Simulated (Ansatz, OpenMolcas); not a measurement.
**How basis sets differ on H2S (hydrogen sulfide)**

H2S has 3 atoms, charge 0, and is taken as a singlet. As SMILES, `S`. Geometry: relaxed at PBE0-D4/def2-TZVP.

| atom | x (Å) | y (Å) | z (Å) |
| --- | --- | --- | --- |
| S | 0.4955 | -0.2806 | 0.2439 |
| H | 0.0979 | 0.9977 | 0.1624 |
| H | -0.5934 | -0.7171 | -0.4063 |

Quantity: the vertical ionisation energy, in eV. The values are calculated.

**What was measured.** NIST CCCBDB gives the vertical ionisation energy of the gas as 10.50 eV.

```tsv
level	kind	program	value (eV)	computed − measured	CPU time (all runs)
PBE/STO-3G	GGA	Ansatz	7.91	-2.59	0.49 s
PBE/3-21G	GGA	Ansatz	10.52	+0.02	0.56 s
PBE/6-31G	GGA	Ansatz	10.47	-0.03	0.66 s
PBE/pcseg-0	GGA	OpenMolcas	10.58	+0.08	6 s
PBE/6-31G* (Cartesian functions)	GGA	Ansatz	10.33	-0.17	0.76 s
PBE/6-31+G** (Cartesian functions)	GGA	Ansatz	10.38	-0.12	0.97 s
PBE/6-311G** (Cartesian d past Ne)	GGA	Ansatz	10.38	-0.12	0.92 s
PBE/6-311++G(3df,3pd)	GGA	Ansatz	10.39	-0.11	2.3 s
```

Nearest: PBE/3-21G (+0.02 eV); farthest: PBE/STO-3G (-2.59 eV). Without the sets that lack polarisation functions the rows with a basis span only 10.33 to 10.39 eV. CPU times are rough (shared hosts, several kinds of processor): they show what a rung costs within a factor of a few.
